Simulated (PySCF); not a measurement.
Isomers of C4H4N2, one conformer each; single-point electronic energies without zero-point terms and without any empirical dispersion term.

Computed with PySCF at wB97X-D/pcSseg-2, non-relativistic, each on one gas-phase PBE0-D3(BJ)/def2-TZVP geometry that isn't relaxed in the solvent. The solvent is an IEF-PCM continuum (cavity from Bondi-type radii × 1.2). The model holds no explicit solvent molecules, cavitation or dispersion.

```tsv
isomer	relative energy, gas (kcal/mol)	dipole (D)
pyrimidine, `C1=CN=CN=C1`	0.0	2.40
pyridazine, `C1=CC=NN=C1`	23.2	4.30
```

Task: How do the relative energies look in chloroform (ε = 4.711)?

Result: 
```
                   isomer  relative energy, solvent (kcal/mol)  E(solvent) − E(gas) (kcal/mol)  dipole in solvent (D)
pyrimidine, `C1=CN=CN=C1`                                  0.0                            -4.2                   3.04
pyridazine, `C1=CC=NN=C1`                                 21.6                            -5.7                   5.46
```

The order is unchanged. pyridazine, `C1=CC=NN=C1` gains most from the continuum, and it has the largest gas-phase dipole. The gains span 1.5 kcal/mol, the gas-phase energies 23.2 kcal/mol.
